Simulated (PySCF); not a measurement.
## Atomic charges by several schemes

C₆H₄O₂.
Z-matrix (Å and degrees, GFN2-xTB geometry), rows numbered from 1:
```
O 
C   1  1.2143
C   2  1.4766  1  122.18
C   3  1.3346  2  122.20  1   179.91
C   4  1.4766  3  122.19  2    -0.01
O   5  1.2143  4  122.20  3  -179.98
C   5  1.4765  4  115.60  3     0.06
C   7  1.3346  5  122.21  4    -0.02
H   3  1.0814  2  115.78  1    -0.08
H   4  1.0814  3  122.02  2   179.99
H   7  1.0813  5  115.76  4   179.96
H   8  1.0814  2  115.77  1     0.13
```

Density: PBE0/pcSseg-1 (PySCF); schemes: Mulliken, IAO, Hirshfeld and ESP-fitted. Geometry: GFN2-xTB; no solvent, vibrations or thermal averaging.

**Question.** Give the atomic charges in each scheme.

**Answer.** In e:

```csv
atom,environment,Mulliken,IAO,Hirshfeld,ESP-fitted
O1,ketone oxygen,-0.339,-0.378,-0.212,-0.474
C2,ketone carbonyl carbon,+0.294,+0.352,+0.146,+0.659
C3,alkene CH carbon,-0.100,-0.165,-0.032,-0.279
C4,alkene CH carbon,-0.100,-0.165,-0.032,-0.260
C5,ketone carbonyl carbon,+0.294,+0.352,+0.146,+0.644
O6,ketone oxygen,-0.339,-0.378,-0.212,-0.472
C7,alkene CH carbon,-0.100,-0.165,-0.032,-0.254
C8,alkene CH carbon,-0.100,-0.165,-0.031,-0.271
H9,vinylic hydrogen,+0.123,+0.178,+0.064,+0.181
H10,vinylic hydrogen,+0.123,+0.178,+0.065,+0.177
H11,vinylic hydrogen,+0.122,+0.178,+0.064,+0.173
H12,vinylic hydrogen,+0.123,+0.178,+0.065,+0.176
```

Mean size of the charges over all atoms: ESP-fitted 0.335 e, IAO 0.236 e, Mulliken 0.180 e, Hirshfeld 0.092 e. Each set sums to the total charge, 0, to within 0.001 e. The ESP scheme fits charges at the nuclei, held to the total charge, to the electrostatic potential on points at 1.4 to 2.0 times the van der Waals radii.

Lowest charge. All schemes pick atoms of one kind: Mulliken O1 and O6 (-0.339); IAO O1 and O6 (-0.378); Hirshfeld O1 and O6 (-0.212); ESP-fitted O1 (-0.474).

Highest charge. All schemes pick atoms of one kind: Mulliken C2 and C5 (+0.294); IAO C2 and C5 (+0.352); Hirshfeld C2 and C5 (+0.146); ESP-fitted C2 (+0.659).

**Question.** Sum the charges by element.

**Answer.** 
```tsv
element	atoms	Mulliken	IAO	Hirshfeld	ESP-fitted
O	2	-0.678	-0.757	-0.424	-0.947
C	6	+0.188	+0.045	+0.166	+0.239
H	4	+0.490	+0.712	+0.258	+0.708
```

**Question.** How many electrons does the IAO scheme count on C3?

**Answer.** Z − q = 6 − (-0.165) = 6.165.
